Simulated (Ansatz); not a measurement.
SiMe2H2 (C2H8Si): single points at one geometry.

```yaml
crystal:
  periodic: [false, false, false]
  atoms:
    - {symbol: C, position_ang: [-0.630851, 0.001130, 1.452630]}
    - {symbol: C, position_ang: [1.164905, 0.001832, -1.072890]}
    - {symbol: Si, position_ang: [-0.589374, -0.003322, -0.419071]}
    - {symbol: H, position_ang: [-1.659415, 0.004525, 1.820275]}
    - {symbol: H, position_ang: [-0.127555, 0.884968, 1.852858]}
    - {symbol: H, position_ang: [-0.132010, -0.883453, 1.856765]}
    - {symbol: H, position_ang: [1.174449, -0.004641, -2.165128]}
    - {symbol: H, position_ang: [1.714056, -0.877375, -0.726368]}
    - {symbol: H, position_ang: [1.704553, 0.890987, -0.736977]}
    - {symbol: H, position_ang: [-1.313846, 1.193835, -0.934171]}
    - {symbol: H, position_ang: [-1.304911, -1.208506, -0.927902]}
basis:
  gaussian: {orbitals: def2-SVP, initial_orbitals: start.molden}
hamiltonian: {xc: pbe0, dispersion: d4}
scf: {omitted_lower_state_checks: [starts]}
output: {orbitals: {seedname: orbitals}}
```

The file start.molden holds the orbitals of an earlier run on this structure, at another level or in another basis.

```sh
$ ansatz run in.yaml --threads 2 --pin off --events-out ev --progress --plain --max-ram 4352MiB
```

Output, abridged:

```
Functional definition: PBE0
976 factors; their error is unknown
mean field evaluation 1: about -10072.3098 eV, gradient 4.5e0 eV
mean field evaluation 2: about -10072.3685 eV, gradient 4.3e-2 eV
mean field evaluation 4: about -10072.4106 eV, gradient 5.4e-5 eV
mean field -10072.41055764 eV, -370.1542606683 hartree, gradient 5.8e-5 eV, S^2 0.000000; 0 other end points of the search recorded, 0 dependent functions left out
reference -10072.41058506 eV, -370.1542616759 hartree; 17, 17 occupied and 69, 69 virtual orbitals, 976 factors
Total energy: -10072.55588874 eV, -370.1596014874 hartree
Checks for a lower state left out: starts
```

Run time 2.4 s (2 threads of AMD EPYC 7R43 on a shared host).

First input, but with `gaussian: {orbitals: def2-TZVP, initial_orbitals: start.molden}`, `hamiltonian: {xc: {name: CAM-B3LYP}, dispersion: d4}` (abridged; 5.5 s):

```
Functional definition: CAM-B3LYP
mean field -10082.55791359 eV, -370.5271691211 hartree, gradient 2.4e-5 eV, S^2 0.000000
Total energy: -10082.70381877 eV, -370.5325310376 hartree
Checks for a lower state left out: starts
```

As the first input, with `gaussian: {orbitals: def2-TZVP, initial_orbitals: start.molden}`, `hamiltonian: {xc: lda}` (abridged; 2.4 s):

```
Functional definition: SPW92
mean field -10030.27354369 eV, -368.6057539670 hartree, gradient 2.5e-5 eV, S^2 0.000000
Total energy: -10030.27358321 eV, -368.6057554195 hartree
Checks for a lower state left out: starts
```

The first input with `gaussian: {orbitals: def2-TZVP, initial_orbitals: start.molden}`, `hamiltonian: {xc: hse06, dispersion: d4}` (abridged; 6 s):

```
Functional definition: HSE06
mean field -10077.24266908 eV, -370.3318374883 hartree, gradient 1.2e-5 eV, S^2 0.000000
Total energy: -10077.37727863 eV, -370.3367842980 hartree
Checks for a lower state left out: starts
```

The first input with `gaussian: {orbitals: def2-TZVPP, initial_orbitals: start.molden}`, `correlation: {method: ccsd_t}` and without the key `hamiltonian` (abridged; 2 min):

```
Functional definition: HF
mean field -10051.46111934 eV, -369.3843830108 hartree, gradient 3.5e-6 eV, S^2 0.000000
7 core orbitals not correlated: weight in the atoms' cores, before any rotation towards them, 1.000 or more for the frozen orbitals, at most 0.000 for the correlated occupied ones
second order -13.43541587 eV of doubles, -0.00000000 eV of singles
cycle   1  -14.34331236 eV  change   -9.1e-1 eV  update   7.3e-2
cycle   2  -14.72136869 eV  change   -3.8e-1 eV  update   2.2e-2
cycle   3  -14.75936216 eV  change   -3.8e-2 eV  update   6.8e-3
cycle   4  -14.75734619 eV  change    2.0e-3 eV  update   1.9e-3
cycle   5  -14.75706725 eV  change    2.8e-4 eV  update   5.5e-4
cycle   6  -14.75699202 eV  change    7.5e-5 eV  update   1.8e-4
cycle   7  -14.75699000 eV  change    2.0e-6 eV  update   4.9e-5
cycle   8  -14.75699689 eV  change   -6.9e-6 eV  update   1.5e-5
perturbative correction -0.51473621 eV, -0.0189162067 hartree
Total energy: -10066.73285244 eV, -369.9456088507 hartree
Checks for a lower state left out: starts
```

As the first input, with `gaussian: {orbitals: def2-TZVP, initial_orbitals: start.molden}`, `hamiltonian: {xc: r2scan, dispersion: d4}` (abridged; 6 s):

```
Functional definition: r2SCAN
mean field -10081.54438678 eV, -370.4899226980 hartree, gradient 2.4e-5 eV, S^2 0.000000
Total energy: -10081.58726453 eV, -370.4914984262 hartree
Checks for a lower state left out: starts
```

As the first input, with `gaussian: {orbitals: def2-TZVP, initial_orbitals: start.molden}`, `correlation: {method: mp2}` and without the key `hamiltonian` (abridged; 3.5 s):

```
Functional definition: HF
mean field -10051.39286800 eV, -369.3818748201 hartree, gradient 2.6e-6 eV, S^2 0.000000
7 core orbitals not correlated: weight in the atoms' cores, before any rotation towards them, 1.000 or more for the frozen orbitals, at most 0.000 for the correlated occupied ones
second order -12.79239671 eV of doubles, -0.00000000 eV of singles
Total energy: -10064.18526471 eV, -369.8519867284 hartree
Checks for a lower state left out: starts
```

Geometry: PBE0-D4/def2-TZVP.

HSE06 is defined as in plane-wave codes, on full-range PBE exchange. Correlated methods freeze 7 core orbitals.
